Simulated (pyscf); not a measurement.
## Elimination: Cl–Sn(Cl)(Cl)–SeH (SMILES [Cl][Sn]([Cl])([Cl])[SeH]) -> Cl–Sn(Cl)=Se (SMILES [Cl][Sn]([Cl])=[Se]) + HCl (SMILES Cl)

Gas phase, singlet surface, charge 0. Bonds broken: Se1–H6, Sn2–Cl3. Bonds formed: Cl3–H6. Optimised with ωB97X-D3(BJ)/def2-SVP in PySCF.

Transition state (Å):

```xyz
6

Se     0.5731     1.5491     0.2820
Sn    -1.4128     0.2499     0.4127
Cl    -0.1763    -1.2054    -1.3984
Cl    -3.4344     0.6735    -0.6242
Cl    -1.9418    -1.3387     2.0058
H      0.5858    -0.0759    -0.9660
```

One imaginary mode, 399i cm⁻¹; descent along it reached the two sides named, in the forms told below.

```
bond     change  reactant side (Å)  saddle  product side
-------  ------  -----------------  ------  ------------
Se1–H6   breaks              1.468   2.049           3.0
Sn2–Cl3  breaks              2.316     2.6           2.9
Cl3–H6    forms                3.3   1.429         1.295
```

Electronic energies relative to the reactant's lowest minimum found (kJ/mol):

```csv
level,barrier,reaction energy,reverse barrier
ωB97X-D3(BJ)/def2-TZVP,161.3,+185.2,-23.9
PBE/def2-TZVP,120.0,+141.6,-21.6
r²SCAN/def2-TZVP,135.4,+160.7,-25.4
B3LYP-D3(BJ)/def2-TZVP,140.9,+155.8,-15.0
PBE0-D3(BJ)/def2-TZVP,139.1,+165.7,-26.6
M06-2X/def2-TZVP,148.7,+165.9,-17.2
ωB97M-D3(BJ)/def2-TZVP,153.6,+165.5,-11.9
HF/def2-TZVP,202.2,+164.1,38.1
```

With ωB97M-D3(BJ)/def2-TZVP energies and thermal terms (ideal gas, 1 atm, RRHO with modes under 100 cm⁻¹ raised to 100, one conformer, R ln 2 for rigid chiral ones), in kJ/mol:

```tsv
T (K)	ΔH‡	ΔG‡	ΔH	ΔG
298	145.3	150.8	+162.5	+124.4
600	143.1	157.4	+159.9	+86.7
900	141.4	164.9	+156.4	+50.9
1200	139.6	173.0	+152.5	+16.3
```

On the product side the descent ends in a bound adduct, 34.4 kJ/mol under the separated species and 10.4 kJ/mol under the saddle at ωB97X-D3(BJ)/def2-TZVP. At ωB97X-D3(BJ), PBE, r²SCAN, B3LYP-D3(BJ), PBE0-D3(BJ), M06-2X, ωB97M-D3(BJ) the saddle lies under the separated products, which points to a path from their complex (located at ωB97X-D3(BJ) alone), and parting the products costs more than the saddle. One saddle was located; it need not be the lowest between these sides. Elements up to Kr have no core potential and no relativistic terms here. Elements past Kr carry the def2 core potentials, without spin-orbit coupling.
